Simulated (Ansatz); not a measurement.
Consider the hydrogenolysis of the Al–N bond: `[NH2][AlH][OH]` + H₂ → `[OH][AlH2]` + NH₃.

Isolated molecules relaxed with PBE0-D4/def2-TZVP in Ansatz; ΔE leaves out vibrations. CCSD(T)/CBS is extrapolated from def2-TZVPP and def2-QZVPP, frozen cores. Functionals use def2-TZVPP. B3LYP here is the variant with VWN-RPA as its local correlation; programs differ in this. HSE06 is defined as in plane-wave codes. One conformer a species, not always the lowest.

`[NH2][AlH][OH]`:

```xyz
7

N    -1.238    0.301    0.404
Al    0.238   -0.269   -0.369
O     1.706    0.225    0.325
H    -1.273    0.891    1.218
H    -2.167    0.077    0.088
H     0.176   -1.196   -1.647
H     2.559   -0.030   -0.019
```

H₂:

Z-matrix (Å, degrees):
```
H
H 1 0.746
```

`[OH][AlH2]`:

Z-matrix (Å, degrees):
```
Al
O 1 1.696
H 1 1.585 2 119.7
H 1 1.577 2 116.0 3 -180.0
H 2 0.956 1 123.4 3 -0.0
```

NH₃:

Cartesian coordinates in Å:
```
N -0.007 -0.135 -0.247
H -0.670 -0.524 0.411
H 0.907 -0.188 0.185
H -0.231 0.847 -0.349
```

```csv
level,ΔE (kcal/mol),difference from CCSD(T)/CBS
PBE-D4,17.2,-1.3
r2SCAN-D4,19.1,0.6
PBE0-D4,16.8,-1.7
B3LYP-D4,18.0,-0.5
r2SCAN0-D4,18.4,-0.1
HSE06-D4,16.8,-1.7
ωB97M-V,17.7,-0.8
B2PLYP,17.8,-0.7
PBE-QIDH,17.4,-1.1
PBE,16.5,-2.0
revPBE,15.7,-2.8
BLYP,16.8,-1.7
r2SCANh,18.6,0.1
r2SCAN0,18.2,-0.3
HSE06,16.2,-2.3
BHLYP,16.5,-2.0
RPA@PBE/def2-TZVPP,16.5,-2.0
CCSD/def2-SVP,15.5,-3.0
CCSD(T)/def2-SVP,15.9,-2.6
HF/def2-TZVPP,14.5,-4.0
SCS-MP2/def2-TZVPP,18.2,-0.3
CCSD/def2-TZVPP,17.0,-1.5
HF/def2-QZVPP,14.6,-3.9
MP2/def2-QZVPP,19.7,1.2
CCSD/def2-QZVPP,17.5,-1.0
CCSD(T)/def2-QZVPP,18.2,-0.3
HF/CBS(def2),14.7,-3.8
MP2/CBS(def2),19.9,1.4
MP2/cc-pV(D+d)Z,17.3,-1.2
CCSD/cc-pV(D+d)Z,14.7,-3.8
MP2/cc-pV(T+d)Z,19.9,1.4
CCSD(T)/cc-pV(T+d)Z,18.2,-0.3
HF/cc-pV(Q+d)Z,14.9,-3.6
MP2/cc-pV(Q+d)Z,20.1,1.6
CCSD/cc-pV(Q+d)Z,17.8,-0.7
CCSD(T)/cc-pV(Q+d)Z,18.5,0.0
HF/CBS(cc),14.9,-3.6
MP2/CBS(cc),20.2,1.7
CCSD/CBS(cc),18.0,-0.5
CCSD(T)/CBS(cc),18.8,0.3
CCSD(T)/CBS,18.5,0
```

Largest T1 diagnostic among the species: 0.012.

The D4 term adds +1.2 kcal/mol with B3LYP and +0.6 kcal/mol with PBE0; it sums over pairs of atoms, weighted by their polarisabilities, and B3LYP, whose exchange is more repulsive, gets the larger term. In def2-TZVPP, CCSD(T) changes the Hartree–Fock value by +3.2 kcal/mol (the triples alone add +0.6 kcal/mol) and MP2 by +4.9 kcal/mol. Leaving LDA and LC-ωPBE aside and taking each functional with its dispersion term where it has one, the values, not all of them listed here, spread over 4.1 kcal/mol, from B97M-V to r2SCAN-D4. LDA lies +1.5 kcal/mol from PBE without D4.
